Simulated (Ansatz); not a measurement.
## Pb (model structure, started from the diamond type, Fd-3m, No. 227, 2 atoms in the cell)

These are r²SCAN in Ansatz (plane waves, PAW) values and carry that method's errors.

Run with plane-wave cutoff 500 eV, 18×18×18 k mesh, Fermi–Dirac smearing 0.1 eV, scalar-relativistic PAW data made under PBE.

Cell (relaxed at this level):

```
Pb
1.0
    0.00000     3.47688     3.47688
    3.47688     0.00000     3.47688
    3.47688     3.47688     0.00000
Pb
2
Direct
  0.75000   0.75000   0.75000
  0.50000   0.50000   0.50000
```

```yaml
band_gap: none
```

Note: the relaxation could raise the start's symmetry but not lower it, so the cell can be a saddle point.

Spin–orbit coupling is not included; it can shift volumes and moduli of such heavy elements.

Static lattice: no zero-point or thermal effects.

Computing time: around 80 core-seconds (rough).

A model structure was made by putting elements into a prototype or built by hand; it is no filed structure, need not be a known phase, and can be a saddle point held by its symmetry.

Ansatz is a quantum-chemistry and plane-wave program.
